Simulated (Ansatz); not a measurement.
# One arrangement of a pair

The pair of NH4⁺ (SMILES [NH4+], atoms 1–5) and CH3F (SMILES CF, atoms 6–10), both closed shells, in one local arrangement (a lower one may exist), relaxed at PBE0-D4/def2-TZVP:

| atom | x (Å) | y (Å) | z (Å) |
| --- | --- | --- | --- |
| N1 | 0.0363 | 0.0056 | -1.9444 |
| H2 | 0.0145 | 0.0271 | -0.9009 |
| H3 | -0.5770 | -0.7315 | -2.2945 |
| H4 | 0.9888 | -0.1646 | -2.2699 |
| H5 | -0.2840 | 0.9067 | -2.3029 |
| C6 | -0.0329 | -0.0401 | 2.0261 |
| F7 | -0.0733 | 0.4198 | 0.6838 |
| H8 | -0.1227 | 0.8381 | 2.6608 |
| H9 | 0.9210 | -0.5417 | 2.1750 |
| H10 | -0.8709 | -0.7194 | 2.1671 |

Computed with Ansatz 0.2.0 (basis: def2-TZVPPD, with def2-QZVPPD for the basis limit); correlated methods freeze the cores. B3LYP uses VWN-RPA correlation. Extrapolation: Hartree–Fock as exp(−7.88 √X), correlation as X^−2.97. Interaction energies count from these two fragments, frozen as in the pair, with the counterpoise correction; negative means bound.

**Question.** What is the interaction energy by CCSD(T) at an estimated basis limit (MP2 extrapolated from triple and quadruple zeta, plus CCSD(T) − MP2 in triple zeta)? (Judge from chemistry; the value comes from the calculation.)

**Answer.** The calculation gives: -16.58 kcal/mol. Hartree–Fock alone gives -15.44 kcal/mol at the basis limit. It counts from the two fragments frozen as in the pair.

The same quantity by other methods in triple zeta, and each one's difference from that estimate:
| method | E_int (kcal/mol) | difference |
| --- | --- | --- |
| PBE-D4 | -16.43 | 0.15 |
| revPBE-D4 | -15.11 | 1.47 |
| BLYP-D4 | -16.18 | 0.41 |
| r2SCAN-D4 | -16.41 | 0.17 |
| B97M-V | -16.32 | 0.26 |
| PBE0-D4 | -16.75 | -0.17 |
| B3LYP-D4 | -16.81 | -0.23 |
| HSE06-D4 | -16.71 | -0.13 |
| wB97X-V | -16.40 | 0.18 |
| wB97M-V | -16.43 | 0.15 |
| B2PLYP | -16.29 | 0.29 |
| HF | -15.34 | 1.24 |
| MP2 | -16.02 | 0.56 |
| CCSD | -15.82 | 0.76 |
| CCSD(T) | -15.95 | 0.63 |
Differences are method less estimate.

**Question.** Which atoms make the shortest contact between the fragments?

**Answer.** H2 and F7, 1.64 Å apart.

Energy to bend the free fragments (PBE0-D4 minima) into their shapes in the pair, CCSD(T)/def2-TZVPPD: NH4⁺ 0.23 kcal/mol; CH3F 0.34 kcal/mol. This must be added to the interaction energy to get the binding energy from relaxed fragments.

Basis-set superposition shift (counterpoise-corrected less uncorrected): CCSD(T) 0.57; MP2 0.56; HF 0.04; PBE0-D4 0.05; wB97M-V 0.05 kcal/mol.

No T1 diagnostic of these runs exceeds 0.011.

For scale, one of the runs: CCSD(T)/def2-TZVPPD, 233 basis functions, launched by `ansatz run in.yaml --threads 4 --pin off --events-out ev --progress --plain --max-ram 9574MiB`. The run took 61 s on 4 CPU threads of an Arm Neoverse V2 (shared host), with 4.3 GiB of host memory at its peak.
